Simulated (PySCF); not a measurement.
C4: fields on a plane

All numbers come from B3LYP/[C def2-TZVP], no relativity, density fitting, PySCF.

The singlet minimum has C–C 1.442 Å (×4), C–C 1.493 Å; C–C–C 58.8° (×4), C–C–C 62.4° (×2), C–C–C 117.6° (×2).

The plane holds C1 at (0.00, 0.00), C2 at (1.44, 0.00), C3 at (0.77, 1.28), C4 at (-0.67, 1.28) Å. Columns run from x = -2.55 to 3.75 Å, rows from y = 3.45 (top) to -1.95 Å, in steps of 0.3 Å. Other isomers or separated fragments may lie lower.

Give the highest occupied orbital (Å^-3/2) at -8.45 eV (cut at ±0.3; overall sign arbitrary). Every second row and column.


```
 0.01  0.02  0.03  0.03  0.02  0.01  0.00  0.00  0.00  0.00  0.00
 0.02  0.05  0.07  0.08  0.04  0.01  0.00  0.00  0.00  0.00  0.00
 0.04  0.10  0.20  0.23  0.08 -0.02 -0.01  0.00  0.00  0.00  0.00
 0.06  0.16  0.30  0.30 -0.04 -0.22  0.02  0.03 -0.01 -0.01 -0.01
 0.05  0.15  0.30 -0.05 -0.30 -0.18  0.30  0.04 -0.06 -0.05 -0.02
 0.03  0.07  0.11 -0.07 -0.30  0.13  0.30 -0.14 -0.24 -0.10 -0.04
 0.01  0.03  0.02 -0.07 -0.07  0.30  0.20 -0.30 -0.30 -0.13 -0.05
 0.01  0.01  0.00 -0.01  0.03  0.05 -0.14 -0.30 -0.24 -0.10 -0.04
 0.00  0.00  0.00  0.00  0.00 -0.01 -0.07 -0.12 -0.10 -0.05 -0.02
 0.00  0.00  0.00  0.00  0.00 -0.01 -0.03 -0.04 -0.04 -0.02 -0.01
```

Give the electron localisation function (set to 0 where the density is under 0.005 e/Å³). Every second row and column.


```
0.00 0.00 0.00 0.00 0.00 0.00 0.00 0.00 0.00 0.00 0.00
0.00 0.73 0.88 0.55 0.11 0.28 0.73 0.70 0.00 0.00 0.00
0.63 0.98 0.98 0.92 0.51 0.79 0.94 0.91 0.49 0.00 0.00
0.86 0.99 0.99 0.31 0.83 0.74 0.69 0.90 0.34 0.00 0.00
0.70 0.94 0.95 0.19 0.74 0.21 0.18 0.80 0.31 0.11 0.00
0.00 0.35 0.56 0.86 0.63 0.67 0.80 0.61 0.89 0.80 0.33
0.00 0.04 0.41 0.90 0.41 0.71 0.38 0.14 0.99 0.98 0.70
0.00 0.00 0.63 0.94 0.94 0.83 0.73 0.97 0.99 0.98 0.00
0.00 0.00 0.50 0.86 0.83 0.37 0.27 0.84 0.96 0.86 0.00
0.00 0.00 0.00 0.00 0.24 0.04 0.03 0.24 0.00 0.00 0.00
```
